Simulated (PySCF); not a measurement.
These are PySCF with PBE-D3(BJ)/def2-TZVP // B3LYP-D3(BJ)/def2-TZVP values and carry that method's errors. Gas-phase values, no solvent. Delta-SCF ions had no search for a lower state. 

Reference species (SMILES): `FB(F)F` (neutral, multiplicity 1).

- vertical ionisation energy (Delta-SCF) = 14.42 eV
- LUMO = -0.39 eV
- HOMO = -10.00 eV
- HOMO–LUMO gap = 9.61 eV

Changed species: `B(F)F` (1 of 3 F replaced by H; the reference has 0 of 3 F replaced by H).

Task: What does the change do to the vertical ionisation energy (Delta-SCF), LUMO, HOMO and HOMO–LUMO gap?

Result: the vertical ionisation energy (Delta-SCF) falls by 0.90 eV, to 13.52 eV; the LUMO drops by 1.01 eV, to -1.40 eV; the HOMO goes up by 0.87 eV, to -9.13 eV; the HOMO–LUMO gap falls by 1.88 eV, to 7.73 eV.
